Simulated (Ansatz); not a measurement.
C2H4NO, SMILES COC=[N], a geometry optimisation

Computed with Ansatz's Python interface.

`c2h4no.xyz`
```text
8

C    -0.99710   -0.10820   -0.41480
O     0.38500   -0.44030   -0.48940
C     1.33400    0.04230    0.41700
N     0.99730    0.82920    1.38640
H    -1.53840   -0.61300   -1.24110
H    -1.41920   -0.45100    0.55360
H    -1.13070    0.98980   -0.51570
H     2.36920   -0.24890    0.30390
```

Typed at the interpreter:
```pycon
>>> from dataclasses import dataclass
>>> import itertools
>>> import warnings
>>> import ansatz
>>> from ase.data import atomic_numbers, covalent_radii
>>> import numpy as np
>>> @dataclass(frozen=True)
... class Options:
...     basis: str = "cc-pVDZ"
...     xc: str = "b3lyp"
...
>>> opts = Options()
>>> warnings.simplefilter("ignore", ansatz.DeckWarning)
>>> mol = ansatz.Crystal.molecule_from_extxyz("c2h4no.xyz")
>>> calculation = (
...     mol.calculation()
...     .basis(gaussian=opts.basis)
...     .functional(opts.xc)
...     .spin("collinear", total=1)
... )
>>> symbols = [site.symbol for site in mol.cartesian_sites]
>>> start = np.array([site.position_ang for site in mol.cartesian_sites], dtype=float)
>>> def progress(event):
...     if event["event"] == "relax_step":
...         row = event["data"]
...         print(f"step {row['step']:3d}  E = {row['lagrangian_ev']:.6f} eV  largest force component {row['allowed_force_max_ev_ang']:.4f} eV/A")
...
>>> data = calculation.relax(force_tolerance=0.005).session().plan().execute(on_event=progress).report
step   1  E = -5673.951846 eV  largest force component 3.4262 eV/A
step   2  E = -5674.164868 eV  largest force component 1.3119 eV/A
step   3  E = -5674.195330 eV  largest force component 0.1179 eV/A
step   4  E = -5674.196078 eV  largest force component 0.0600 eV/A
step   5  E = -5674.196389 eV  largest force component 0.0105 eV/A
step   6  E = -5674.196394 eV  largest force component 0.0138 eV/A
step   7  E = -5674.196403 eV  largest force component 0.0013 eV/A
>>> end = np.array(data["positions_ang"])
>>> print(f"E = {data['free_energy_ev']:.6f} eV = {data['free_energy_ev'] / 27.211386246:.7f} Ha")
E = -5674.196593 eV = -208.5228787 Ha
>>> print("converged:", data["converged"], " doubts:", data["published_state_doubts"] or "none")
converged: True  doubts: none
>>> # pairs closer than 1.2 times the sum of covalent radii, before or after
>>> radius = [covalent_radii[atomic_numbers[s]] for s in symbols]
>>> span = lambda where, i, j: np.linalg.norm(where[i] - where[j])
>>> bonded = [(i, j) for i, j in itertools.combinations(range(len(symbols)), 2) if min(span(start, i, j), span(end, i, j)) < 1.2 * (radius[i] + radius[j])]
>>> print("pair        before    after (A)")
pair        before    after (A)
>>> for i, j in bonded:
...     print(f"{symbols[i]}{i}-{symbols[j]}{j}".ljust(10), f"{span(start, i, j):8.4f} {span(end, i, j):8.4f}")
...
C0-O1        1.4234   1.4361
C0-H4        1.1093   1.0968
C0-H5        1.1106   1.1023
C0-H6        1.1107   1.1023
O1-C2        1.3982   1.3517
C2-N3        1.2932   1.2638
C2-H7        1.0813   1.1032
>>> with open("c2h4no_opt.xyz", "w") as handle:
...     handle.write(f"{len(symbols)}\nrelaxed C2H4NO\n")
...     handle.writelines(f"{s:2s} {x:11.6f} {y:11.6f} {z:11.6f}\n" for s, (x, y, z) in zip(symbols, end))
...
17
```

It writes `c2h4no_opt.xyz`:
```text
8
relaxed C2H4NO
C    -0.957019   -0.101664   -0.395248
O     0.424234   -0.473269   -0.523396
C     1.242053    0.057630    0.412818
N     0.920191    0.826861    1.362545
H    -1.481274   -0.605987   -1.216120
H    -1.359812   -0.431432    0.576354
H    -1.075075    0.991029   -0.479426
H     2.286800   -0.263268    0.262374
```

Caveats:
- Total energies depend on the basis set; only differences at equal settings carry meaning.
- The end point is the stationary point reached from this start; no frequency run checks that it is a minimum, and the basis set is modest.
- The species is open-shell (spin multiplicity 2).
- b3lyp holds the VWN-RPA fit, as in Gaussian; the form of ORCA and Turbomole is b3lyp5.
- The whole script took 25 s on 1 thread of Arm Neoverse V2 (shared host), peak memory 0.25 GiB.
